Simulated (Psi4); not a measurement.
Psi4 input (wB97X-D/6-311+G**):

```
memory 1500 MB

molecule {
0 2
C    -0.00031565   -0.01876434    0.11346103
C    -0.00366586   -0.21792541    1.31771454
C     0.00342830    0.20380299   -1.23232147
H    -0.00658048   -0.39119133    2.36538959
H     0.93286994    0.33015230   -1.77073907
H    -0.92297020    0.25835959   -1.78777517
symmetry c1
no_reorient
no_com
}

set {
  basis 6-311+G**
  reference uks
  scf_type pk
  dft_radial_points 99
  dft_spherical_points 590
  e_convergence 1e-8
  d_convergence 1e-7
  maxiter 150
}

e = energy('wb97x-d')
print_out(f'\nFINAL {e:.10f} DIPOLE {variable("CURRENT DIPOLE")[0]:.6f} {variable("CURRENT DIPOLE")[1]:.6f} {variable("CURRENT DIPOLE")[2]:.6f}\n')
```

From the output:

```
              A
    DOCC [    10 ]
    SOCC [     1 ]
    NA   [    11 ]
    NB   [    10 ]

  @UKS Final Energy:  -115.98556699756590

   => Energetics <=

    Nuclear Repulsion Energy =             53.5167079076722629
    One-Electron Energy =                -260.4530299293289772
    Two-Electron Energy =                 102.7783223819335632
    DFT Exchange-Correlation Energy =     -11.8268315892152831
    Empirical Dispersion Energy =          -0.0007357686274581
    VV10 Nonlocal Energy =                  0.0000000000000000
    Total Energy =                       -115.9855669975658969

  UHF NO Occupations:
  HONO-2 :    9  A 1.9986999
  HONO-1 :   10  A 1.9891065
  HONO-0 :   11  A 1.0000000
  LUNO+0 :   12  A 0.0108935
  LUNO+1 :   13  A 0.0013001
  LUNO+2 :   14  A 0.0006843
  LUNO+3 :   15  A 0.0003433

Computation Completed

Properties will be evaluated at   0.000000,   0.000000,   0.000000 [a0]

Properties computed using the SCF density matrix

 Multipole Moments:

 ------------------------------------------------------------------------------------
     Multipole            Electronic (a.u.)      Nuclear  (a.u.)        Total (a.u.)
 ------------------------------------------------------------------------------------

 L = 1.  Multiply by 2.5417464519 to convert [e a0] to [Debye]
 Dipole X            :          0.0001334            0.0000000            0.0001334
 Dipole Y            :          0.0079299           -0.0000000            0.0079299
 Dipole Z            :         -0.0479494           -0.0000001           -0.0479495
 Magnitude           :                                                    0.0486010

 ------------------------------------------------------------------------------------

FINAL -115.9855669976 DIPOLE 0.000133 0.007930 -0.047949

*** Psi4 exiting successfully. Buy a developer a beer!
```

The geometry given is a B3LYP-D3(BJ)/def2-TZVP minimum.
